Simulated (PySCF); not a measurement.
Excitations are Tamm–Dancoff values on a coarser integration grid. The basis has no diffuse functions, so Rydberg states are missing or too high.

Cartesian coordinates (Å):
SMILES: ClC(Cl)(Cl)Cl
```xyz
5

Cl     1.3892    -0.9550     0.5152
C     -0.0001     0.0000    -0.0002
Cl     0.5557     1.3942    -0.9251
Cl    -1.0534    -0.9915    -1.0078
Cl    -0.8918     0.5523     1.4167
```
Charge 0, spin multiplicity 1.

### Question
What is the computed S1 excitation (TDA), total energy, LUMO, HOMO and HOMO–LUMO gap (PBE0-D4/def2-TZVP (PySCF 2.14.0))?

### Answer

S1 excitation (TDA): 6.07 eV
total energy: -1878.3103 Ha
LUMO: -1.45 eV
HOMO: -9.06 eV
HOMO–LUMO gap: 7.61 eV
